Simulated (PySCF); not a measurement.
# PF3 (SMILES FP(F)F) at 5 levels

We compute a comparison of 5 runs (HF/def2-SVP, B3LYP/6-31G*, M06-2X/pcseg-2, MP2/def2-TZVP) of PF3. Input form: a Python script.

Program for the calculation: PySCF 2.14.0.

### Step 1. The system as given

The species is PF3 (4 atoms), meant as a singlet with charge 0. As SMILES, `FP(F)F`. The shape is that of a PBE0-D4/def2-TZVP optimisation.

Bond lengths: F1–P2 1.572 Å, P2–F3 1.572 Å, P2–F4 1.572 Å. Angles: F1–P2–F3 97.6°, F1–P2–F4 97.6°, F3–P2–F4 97.6°.

### Step 2. Energy and gradient at HF/def2-SVP (run 1)

Input file job.py:

```python
# FP(F)F
import pyscf.grad
from pyscf import gto, scf

molecule = gto.M(
    atom='''
F    0.834400  -0.663200   0.874500
P   -0.297500   0.314600   0.392300
F   -1.061900  -0.696500  -0.536900
F    0.525000   1.045200  -0.730000
''',
    verbose=4,
    basis='def2-svp',
    charge=0,
    max_memory=1860,
)

mf = scf.RHF(molecule)
mf.conv_tol = 1e-10
mf.kernel()
if not mf.converged:
    mf = mf.newton().run(mf.mo_coeff, mf.mo_occ)

energy = mf.e_tot
print('E(%s) = %.9f' % ('HF', energy))
grad = mf.Gradients().kernel()
mf.analyze()
```

Launch:

```bash
$ OMP_NUM_THREADS=1 python job.py
```

The program printed:

```text
PySCF version 2.14.0

[... 74 lines left out ...]
DFT Exchange-Correlation Energy =      -52.982400224096295
[... 13 lines left out ...]
MO #12  energy= -0.919172669951768 occ= 2
[... 11 lines left out ...]
MO #24  energy= 0.324840667119237  occ= 0
[... 11 lines left out ...]
MO #36  energy= 1.43120126641329   occ= 0
[... 11 lines left out ...]
MO #48  energy= 3.38246491667498   occ= 0
[... 11 lines left out ...]
MO #60  energy= 4.0004150543841    occ= 0
[... 67 lines left out ...]
Dipole moment(X, Y, Z, Debye): -0.79051,  0.83629,  1.04300
```

Run time: 2.4 s. Hardware: 1 thread of Intel Xeon at 2.70GHz, shared host; peak memory 0.13 GiB.

### Step 3. Energy and gradient at B3LYP/6-31G(d) (spherical functions) (run 2)

Input file geometry.xyz:

```xyz
4

F      0.834400    -0.663200     0.874500
P     -0.297500     0.314600     0.392300
F     -1.061900    -0.696500    -0.536900
F      0.525000     1.045200    -0.730000
```

Input file calc.py:

```python
from pyscf import gto, dft

mol = gto.Mole()
mol.atom = 'geometry.xyz'
mol.max_memory = 1860
mol.charge = 0
mol.verbose = 4
mol.basis = '6-31g*'
mol.build()

calc0 = dft.RKS(mol)
calc0.xc = 'b3lyp'
calc0.conv_tol = 1e-10
calc0.grids.level = 5
calc0.kernel()
if not calc0.converged:
    calc0 = calc0.newton().run(calc0.mo_coeff, calc0.mo_occ)

energy = calc0.e_tot
print('Final energy', energy)
grad = calc0.nuc_grad_method().kernel()
calc0.analyze()
```

Launch:

```bash
$ OMP_NUM_THREADS=1 python calc.py
```

The program printed:

```text
PySCF version 2.14.0

[... 91 lines left out ...]
DFT Exchange-Correlation Energy =      -54.812409418846784
[... 13 lines left out ...]
MO #12  energy= -0.666697545019363 occ= 2
[... 11 lines left out ...]
MO #24  energy= 0.125852550908791  occ= 0
[... 11 lines left out ...]
MO #36  energy= 1.16872506206689   occ= 0
[... 11 lines left out ...]
MO #48  energy= 1.79691173532345   occ= 0
[... 11 lines left out ...]
MO #60  energy= 2.90529556193849   occ= 0
[... 67 lines left out ...]
Dipole moment(X, Y, Z, Debye): -0.49446,  0.52321,  0.65254
```

It took 14 s on 1 thread of Intel Xeon at 2.70GHz, shared host; peak memory 0.6 GiB.

Runs 3 to 4 aren't shown in full; the table further down has their settings and results.

### Step 4. Energy and gradient at MP2/def2-TZVP (run 5)

Input file job.py:

```python
import pyscf.grad
from pyscf import gto, mp

system = gto.M(
    atom='''
F      1.576787    -1.253266     1.652565
P     -0.562194     0.594508     0.741340
F     -2.006700    -1.316194    -1.014594
F      0.992106     1.975142    -1.379500
''',
    spin=0,
    basis='def2-tzvp',
    verbose=4,
    unit='bohr',
    max_memory=1860,
)

calc0 = system.RHF()
calc0.conv_tol = 1e-10
calc0.kernel()
if not calc0.converged:
    calc0 = calc0.newton().run(calc0.mo_coeff, calc0.mo_occ)

pt = mp.MP2(calc0, frozen=8).run()
e_final = pt.e_tot
print('E(%s) = %.9f' % ('MP2', e_final))
grad = pt.Gradients().kernel()
calc0.analyze()
```

Launch:

```bash
$ OMP_NUM_THREADS=1 python job.py
```

The program printed:

```text
PySCF version 2.14.0

[... 93 lines left out ...]
MO #10  energy= -1.63729359061355  occ= 2
[... 23 lines left out ...]
MO #34  energy= 0.703289369069415  occ= 0
[... 23 lines left out ...]
MO #58  energy= 1.96331838007153   occ= 0
[... 23 lines left out ...]
MO #82  energy= 4.06045337568521   occ= 0
[... 23 lines left out ...]
MO #106 energy= 7.44903967684389   occ= 0
[... 23 lines left out ...]
MO #130 energy= 58.6745765960617   occ= 0
[... 137 lines left out ...]
Dipole moment(X, Y, Z, Debye): -0.63705,  0.67405,  0.84067
```

Wall time 49 s (1 thread of Intel Xeon at 2.70GHz, shared host); peak memory 1.9 GiB.

### Step 5. All runs side by side

| run | level | integration grid | Cartesian functions | energy (Eh) | dipole moment (D) of the reference | HOMO energy (eV) | LUMO energy (eV) | wall time |
| --- | --- | --- | --- | --- | --- | --- | --- | --- |
| 1 | HF/def2-SVP | – | no | -638.784283 | 1.55 | -12.72 | 4.22 | 2.4 s |
| 2 | B3LYP/6-31G* (spherical functions) | 5 | no | -640.949426 | 0.97 | -8.63 | 0.15 | 14 s |
| 3 | B3LYP/6-31G* (Cartesian functions) | 5 | yes | -640.955200 | 0.98 | -8.63 | 0.11 | 15 s |
| 4 | M06-2X/pcseg-2 | 5 | no | -641.024722 | 1.25 | -10.60 | 0.62 | 70 s |
| 5 | MP2/def2-TZVP | – | no | -640.204144 | 1.25 | -12.63 | 3.41 | 49 s |

### Step 6. Results

| quantity | value |
| --- | --- |
| run 5: total energy | -640.20414 Eh |
| run 5: dipole moment (Hartree–Fock density) | 1.25 D |
| run 5: HOMO energy (Hartree–Fock orbitals) | -12.63 eV |
| run 5: LUMO energy (Hartree–Fock orbitals) | 3.41 eV |
| run 5: HOMO–LUMO gap (Hartree–Fock orbitals) | 16.04 eV |
| run 5: correlation energy (8 core orbitals frozen) | -886.3 mEh |
| run 5: largest force on an atom | 0.055 eV/Å |

Over runs 1, 2, 3, 4 the dipole moment (its size) runs from 0.97 D (B3LYP/6-31G*) to 1.55 D (HF/def2-SVP). The two ends differ in method and basis. Over runs 1, 2, 3, 4 the HOMO–LUMO gap runs from 8.74 eV (B3LYP/6-31G*) to 16.94 eV (HF/def2-SVP). Totals of different functionals can't be ranked against each other. All runs together took 2.5 min, the longest 70 s.
